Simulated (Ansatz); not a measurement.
**NH4O (doublet): from Hartree-Fock to the top rungs at distance N1–H4 along a hydrogen transfer = 1.391 Å, cc-pVDZ**

Aim: climb from Hartree-Fock through coupled cluster and multireference methods for NH4O (doublet) at one geometry and basis, and see what each rung misses.

Program: Ansatz 0.2.0, Gaussian basis. Level of theory: cc-pVDZ, core rule «outside noble gas», up to 2 orbitals frozen. These are calculated values, not measurements.

The runs, in order: UHF; CCSD(T) on ROHF; CCSD(T) on UHF; BCCD(T) on ROHF; CISD; CCSDT(Q) on ROHF; CCSDT(Q) on UHF; CASSCF and MRCISD+Q, 3 electrons in 3 orbitals; CASSCF and NEVPT2, 3 electrons in 3 orbitals.

### Step 1. What is computed

The geometry derives from fragments relaxed apart (PBE0/def2-TZVP) and kept rigid, so it is no stationary point. A hydrogen atom is moved between rigid fragments.

6 atoms, charge 0, spin multiplicity 2.

Atoms are counted from 1 here; the program's logs count them from 0.

Bond lengths: N1–H2 1.012 Å, N1–H3 1.012 Å, H4–O5 1.141 Å, O5–H6 0.973 Å. Angles: H2–N1–H3 107.1°, H4–O5–H6 105.0°.

### Step 2. UHF

Contents of in.yaml:

```yaml
crystal:
  periodic: [false, false, false]
  atoms:
    - {symbol: N, position_ang: [-1.296180, 0.011087, -0.026067]}
    - {symbol: H, position_ang: [-1.593460, 0.978921, -0.026067]}
    - {symbol: H, position_ang: [-1.593460, -0.391211, 0.854193]}
    - {symbol: H, position_ang: [0.094820, 0.011087, -0.026067]}
    - {symbol: O, position_ang: [1.235820, 0.011087, -0.026067]}
    - {symbol: H, position_ang: [1.487678, -0.928863, -0.026067]}
basis:
  gaussian: {orbitals: cc-pVDZ}
magnetization: {spin_polarized: true, initial_magnetization: 1}
hamiltonian: {xc: hf}
output: {orbitals: {seedname: orbitals}}
```

On the command line:

```console
ansatz run in.yaml --threads 1 --pin off --events-out ev --progress --plain --max-ram 2816MiB --backend cpu
```

After this run come: CCSD(T) on ROHF; CCSD(T) on UHF; BCCD(T) on ROHF; CISD; CCSDT(Q) on ROHF; CCSDT(Q) on UHF; CASSCF and MRCISD+Q, 3 electrons in 3 orbitals; CASSCF and NEVPT2, 3 electrons in 3 orbitals.

Q: Predict the results of all the runs planned. Wanted: UCCSDT(Q) below the RHF energy; RMP2 from UCCSDT(Q); UMP2 from UCCSDT(Q); RCCSD from UCCSDT(Q); RCCSD(T) from UCCSDT(Q); UCCSD(T) from UCCSDT(Q); RCCSDT(Q) from UCCSDT(Q); NEVPT2 pair from UCCSDT(Q); MRCISD+Q pair from UCCSDT(Q).

As calculated:

| quantity | value |
| --- | --- |
| UCCSDT(Q) below the RHF energy | -10.9823 eV |
| RMP2 from UCCSDT(Q) | +23.49 kcal/mol |
| UMP2 from UCCSDT(Q) | +23.24 kcal/mol |
| RCCSD from UCCSDT(Q) | +6.05 kcal/mol |
| RCCSD(T) from UCCSDT(Q) | +1.09 kcal/mol |
| UCCSD(T) from UCCSDT(Q) | +1.05 kcal/mol |
| RCCSDT(Q) from UCCSDT(Q) | +0.04 kcal/mol |
| NEVPT2 pair from UCCSDT(Q) | +23.07 kcal/mol |
| MRCISD+Q pair from UCCSDT(Q) | +4.09 kcal/mol |
| levels within 1 kcal/mol (43 meV) | RCCSDT, UCCSDT, RCCSDT(Q) |
| T1 diagnostic | 0.034 |

RCCSD(T) lands +1.09 kcal/mol from the yardstick (0.4 % of the correlation energy). Of the multireference levels listed MRCISD+Q pair comes nearest in total energy (+4.09 kcal/mol), which doesn't show that its space is the better one. These misses are within one basis, not against nature; the frozen cores of restricted and unrestricted runs differ, which can shift their rows.
